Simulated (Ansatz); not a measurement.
# SiH₂O₂ (triplet): the correlation ladder, cc-pVDZ

One table from this session's results is given with a row withheld; the runs are named, their logs left out.

Program: Ansatz 0.2.0, Gaussian basis. Level of theory: cc-pVDZ, core rule «outside noble gas», up to 7 orbitals frozen. These are calculated values, not measurements.

The runs, in order: UHF; CCSD(T) on ROHF; CCSD(T) on UHF; BCCD(T) on ROHF; CISD; CCSDT(Q) on ROHF; CCSDT(Q) on UHF.

16 further runs of the same task are left out: 9 for a known fault of the program, 1 that didn't finish, 6 set aside as unsound or not needed.

## The geometry

The geometry is a PBE0/def2-TZVP stationary point (not a proven minimum).

5 atoms, charge 0, spin multiplicity 3.

Atoms are counted from 1 here; the program's logs count them from 0.

Bond lengths: Si1–O2 1.651 Å, Si1–O3 1.651 Å, Si1–H4 1.488 Å, Si1–H5 1.488 Å. Angles: O2–Si1–O3 118.7°, O2–Si1–H4 105.7°, O2–Si1–H5 105.7°, O3–Si1–H4 105.7°, O3–Si1–H5 105.7°, H4–Si1–H5 115.9°.

As a file:

```xyz
5
charge 0, multiplicity 3
Si    0.0000   -0.4077    0.0000
O     0.0000    0.4333   -1.4206
O     0.0000    0.4333    1.4206
H     1.2612   -1.1977    0.0000
H    -1.2612   -1.1977    0.0000
```

The first run:

File in.yaml:

```yaml
crystal:
  periodic: [false, false, false]
  atoms:
    - {symbol: Si, position_ang: [0.000000, -0.407688, 0.000000]}
    - {symbol: O, position_ang: [0.000000, 0.433283, -1.420578]}
    - {symbol: O, position_ang: [0.000000, 0.433283, 1.420578]}
    - {symbol: H, position_ang: [1.261156, -1.197707, 0.000000]}
    - {symbol: H, position_ang: [-1.261157, -1.197707, 0.000000]}
basis:
  gaussian: {orbitals: cc-pVDZ}
magnetization: {spin_polarized: true, initial_magnetization: 2}
hamiltonian: {xc: hf}
output: {orbitals: {seedname: orbitals}}
```

On the command line:

```sh
$ ansatz run in.yaml --threads 1 --pin off --events-out ev --progress --plain --max-ram 4096MiB --backend cpu
```

Steps of the session up to this table: UHF; CCSD(T) on ROHF; CCSD(T) on UHF; BCCD(T) on ROHF; CISD; CCSDT(Q) on ROHF; CCSDT(Q) on UHF.

One of the session's tables, all rows but one given; the rest of the session is left out.

```
   method  from UCCSDT(Q) (kJ/mol)
     ROHF                  +1132.7
      UHF                  +1111.9
     RMP2                   +134.5
     UMP2                   +134.0
     CISD                        ?
    RCCSD                    +26.9
    UCCSD                    +26.5
 RCCSD(T)                     +5.6
 UCCSD(T)                     +5.5
  BCCD(T)                     +5.3
   RCCSDT                     +2.4
   UCCSDT                     +2.2
RCCSDT(Q)                     +0.3
UCCSDT(Q)                        0
```

Q: Estimate the row for CISD from the others.

**Answer.** from UCCSDT(Q) (kJ/mol): +135.5. In the column «from UCCSDT(Q) (kJ/mol)» it lies between RMP2 (+134.5) and UHF (+1111.9).

Caveats from the session: Restricted and unrestricted rows rest on different reference determinants; where their highest levels disagree by more than a few hundredths of an eV, they describe different states and don't form one ladder.
